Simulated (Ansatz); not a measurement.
Several settings on one geometry of B(H2S)H3 (BH₅S) (that of the charge 0 singlet, B3LYP-D4/def2-TZVP). Ansatz on 4 threads of Arm Neoverse V2 on a shared host; times are rough.

```xyz
7

B     0.1190   -0.2026   -0.8541
S     0.1221   -0.2114    1.1760
H     0.5227    1.0350    1.4905
H    -1.1605    0.0536    1.4887
H     1.3030   -0.2249   -1.0617
H    -0.4621    0.7944   -1.1759
H    -0.4443   -1.2439   -1.0634
```

Totals from different functionals, basis sets or treatments of relativity can't be compared as stabilities.

The 6-31G sets use Cartesian d functions. Correlated methods freeze 6 core orbitals.

(1) Give the basis size and estimate the energy, ⟨S²⟩ and time of these runs.

| run | method | charge | state | further keys |
| --- | --- | --- | --- | --- |
| 1 | RHF, ccsdt/6-31G | 0 | singlet | electrons: all; diis_vectors: 2; scf: {omitted_lower_state_checks: [starts]} |
| 2 | UKS r2SCAN, rpa/def2-mTZVP | 0 | singlet | scf: {omitted_lower_state_checks: [starts]} |
| 3 | RKS B97M-V/def2-TZVP | 0 | singlet | – |
| 4 | RKS rPW86-PBE-D4/6-31G* | 0 | singlet | forces asked |

Results:

(1) 
```tsv
run	functions	energy (Eh)	⟨S²⟩	wall time
1	32	-425.1625	–	2.9 s
2	56	-425.4770	0.00	1.1 s
3	98	-425.9448	–	1.7 s
4	44	-426.4291	–	0.6 s
```
